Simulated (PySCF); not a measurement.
An unknown is described by computed data only.

Formula: C2F3N.

- Polarisability: 31.3 au [B3LYP/def2-SVPD]
- Triplet: lowest triplet excitation (Tamm–Dancoff): 6.28 eV [TDA B3LYP/def2-SVPD]
- Dipole: 1.14 D [B3LYP/def2-SVPD]
- XPS: C1s 294.1, C1s 300.6, N1s 407.2, F1s 695.3 (×3) eV [ΔSCF SCAN, pcX-2 on the ionised atom, pcseg-1 elsewhere, spin-free X2C]
- UV, first state: lowest singlet excitation: 7.69 eV (161 nm, f = 0.000) [TDDFT B3LYP/def2-SVPD]
- Rotational structure: rotational constants A, B, C: 5.716, 2.942, 2.941 GHz [GFN2-xTB]

Electronic properties: PySCF, gas phase, density fitting. Levels stand in brackets. Isolated species at its GFN2-xTB geometry, gas phase.

**Question.** What is the compound? Reason from the data.

**Answer.** Numbering: `[N:1]#[C:2][C:3]([F:4])([F:5])[F:6]`. Its formula, C2F3N, gives 2 degrees of unsaturation: 0 rings and 2 π bonds in the structure found. The core levels belong to: C1s 294.1 eV, nitrile carbon [C2]; C1s 300.6 eV, CF3 carbon [C3]; N1s 407.2 eV, nitrile nitrogen [N1]; F1s 695.3 eV, fluorine of a CF3 group [F4/F5/F6]. The hole state at 407.2 eV has ⟨S²⟩ = 0.82 against 0.75, so that value is less sure. The optimised geometry has point group C3v and is a prolate symmetric top (the spread among constants that symmetry makes equal is optimisation noise). Structure: `N#CC(F)(F)F`. Computed isomers that give other values at the same levels: `[C-]#[N+]C(F)(F)F` (dipole moment: 0.88 D; this holds for the one conformer computed). The assignments are read from this structure; whether some other isomer fits the data as well wasn't checked.
